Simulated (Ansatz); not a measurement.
# BH4 (doublet): wave-function methods side by side at distance B1–H4 along a hydrogen transfer = 1.358 Å, 6-31G

Aim: climb from Hartree-Fock through coupled cluster and multireference methods for BH4 (doublet) at one geometry and basis, and see what each rung misses.

Method: 6-31G, core rule «outside noble gas», up to 1 orbitals frozen; program: Ansatz 0.2.0, Gaussian basis.

The runs, in order: UHF; CCSD(T) on ROHF; CCSD(T) on UHF; BCCD(T) on ROHF; CISD; CCSDT(Q) on ROHF; CCSDT(Q) on UHF; CISDTQ; CCSDTQ on ROHF; CCSDTQ on UHF; CASSCF and MRCISD+Q, 3 electrons in 3 orbitals; CASSCF and NEVPT2, 3 electrons in 3 orbitals; CASSCF and MRCISD+Q, 7 electrons in 8 orbitals; CASSCF and NEVPT2, 7 electrons in 8 orbitals; Full CI.

8 further runs of the same task are left out: 6 that didn't finish, 2 set aside as unsound or not needed.

### 1 The geometry

The geometry derives from fragments relaxed apart (PBE0/def2-TZVP) and kept rigid, so it is no stationary point. A hydrogen atom is moved between rigid fragments.

5 atoms, charge 0, spin multiplicity 2.

Atoms are counted from 1 here; the program's logs count them from 0.

Bond lengths: B1–H2 1.193 Å, B1–H3 1.193 Å, B1–H4 1.358 Å. Angles: H2–B1–H3 120.0°, H2–B1–H4 120.0°, H3–B1–H4 120.0°.

Coordinates:

| atom | x (Å) | y (Å) | z (Å) |
| --- | --- | --- | --- |
| B1 | -0.16234 | 0.00000 | 0.00000 |
| H2 | -0.75907 | 1.03357 | 0.00000 |
| H3 | -0.75907 | -1.03357 | 0.00000 |
| H4 | 1.19566 | 0.00000 | 0.00000 |
| H5 | 2.06366 | 0.00000 | 0.00000 |

### 2 UHF

The input, in.yaml:

```yaml
crystal:
  periodic: [false, false, false]
  atoms:
    - {symbol: B, position_ang: [-0.162336, 0.000000, 0.000000]}
    - {symbol: H, position_ang: [-0.759069, 1.033571, 0.000000]}
    - {symbol: H, position_ang: [-0.759069, -1.033571, 0.000000]}
    - {symbol: H, position_ang: [1.195664, 0.000000, 0.000000]}
    - {symbol: H, position_ang: [2.063664, 0.000000, 0.000000]}
basis:
  gaussian: {orbitals: 6-31G}
magnetization: {spin_polarized: true, initial_magnetization: 1}
hamiltonian: {xc: hf}
output: {orbitals: {seedname: orbitals}}
```

Command:

```
$ ansatz run in.yaml --threads 1 --pin off --events-out ev --progress --plain --max-ram 2393MiB
```

Further steps of the session: CCSD(T) on ROHF; CCSD(T) on UHF; BCCD(T) on ROHF; CISD; CCSDT(Q) on ROHF; CCSDT(Q) on UHF; CISDTQ; CCSDTQ on ROHF; CCSDTQ on UHF; CASSCF and MRCISD+Q, 3 electrons in 3 orbitals; CASSCF and NEVPT2, 3 electrons in 3 orbitals; CASSCF and MRCISD+Q, 7 electrons in 8 orbitals; CASSCF and NEVPT2, 7 electrons in 8 orbitals; Full CI.

**Question.** What will the summary of the whole plan be? Wanted: FCI below the RHF energy; RMP2 from FCI; UMP2 from FCI; RCCSD from FCI; RCCSD(T) from FCI; UCCSD(T) from FCI; RCCSDT(Q) from FCI; UCCSDT(Q) from FCI; NEVPT2 pair from FCI.

The runs gave:

| quantity | value |
| --- | --- |
| FCI below the RHF energy | -2.4128 eV |
| RMP2 from FCI | +57.9 kJ/mol |
| UMP2 from FCI | +58.2 kJ/mol |
| RCCSD from FCI | +3.9 kJ/mol |
| RCCSD(T) from FCI | +1.1 kJ/mol |
| UCCSD(T) from FCI | +1.1 kJ/mol |
| RCCSDT(Q) from FCI | 0.0 kJ/mol |
| UCCSDT(Q) from FCI | 0.0 kJ/mol |
| NEVPT2 pair from FCI | +45.1 kJ/mol |
| NEVPT2 valence from FCI | +20.2 kJ/mol |
| MRCISD+Q valence from FCI | +0.5 kJ/mol |
| levels within 1 kcal/mol (43 meV) | RCCSD, UCCSD, RCCSD(T), UCCSD(T), BCCD(T), RCCSDT, UCCSDT, CISDTQ, RCCSDT(Q), UCCSDT(Q), RCCSDTQ, UCCSDTQ, MRCISD valence, MRCISD+Q valence |
| T1 diagnostic | 0.019 |
| effectively unpaired electrons | 1.02 |

RCCSD(T) lands +1.1 kJ/mol from the yardstick (0.5 % of the correlation energy). One determinant dominates. Of the multireference levels listed MRCISD+Q valence comes nearest in total energy (+0.5 kJ/mol), which doesn't show that its space is the better one. These misses are within one basis, not against nature; the frozen cores of restricted and unrestricted runs differ, which can shift their rows.
